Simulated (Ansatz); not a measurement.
# CH3AlO: the cost of one run

Program: Ansatz 0.2.0. Level of theory: RKS BHLYP/def2-SVP. These are calculated values, not measurements.

## Step 1: The starting structure

Bond lengths: O1–C2 1.266 Å, C2–Al3 1.968 Å, C2–H4 1.055 Å, Al3–H5 1.587 Å, Al3–H6 1.626 Å. Angles: O1–C2–Al3 121.4°, O1–C2–H4 119.4°, Al3–C2–H4 119.0°, C2–Al3–H5 120.6°, C2–Al3–H6 119.4°, H5–Al3–H6 119.9°.

As a file:

```xyz
6

O     0.2363   -1.7363    0.9958
C    -0.1288   -1.0599   -0.0102
Al    0.0477    0.9003   -0.0461
H    -0.4426   -1.5605   -0.8837
H    -0.3276    1.7215   -1.3511
H     0.6571    1.6710    1.2492
```

## Step 2: Relaxing end A

Input file input.yaml:

```yaml
crystal:
  periodic: [false, false, false]
  atoms:
    - { symbol: O, position_ang: [0.2363, -1.7363, 0.9958] }
    - { symbol: C, position_ang: [-0.1288, -1.0599, -0.0102] }
    - { symbol: Al, position_ang: [0.0477, 0.9003, -0.0461] }
    - { symbol: H, position_ang: [-0.4426, -1.5605, -0.8837] }
    - { symbol: H, position_ang: [-0.3276, 1.7215, -1.3511] }
    - { symbol: H, position_ang: [0.6571, 1.671, 1.2492] }
basis:
  gaussian: { orbitals: def2-SVP }
hamiltonian:
  xc: { name: BHLYP }
relax:
  f_tol: 0.02
  max_steps: 50
```

The run is started by

```
$ ansatz run input.yaml --threads 1 --pin off --max-ram 2048MiB --backend cpu --events-out ev --progress --plain --runs-dir out
```

Q: Estimate wall time and peak memory on 1 thread of Arm Neoverse V1, shared host.

About 13 s, with a peak of 0.13 GiB.
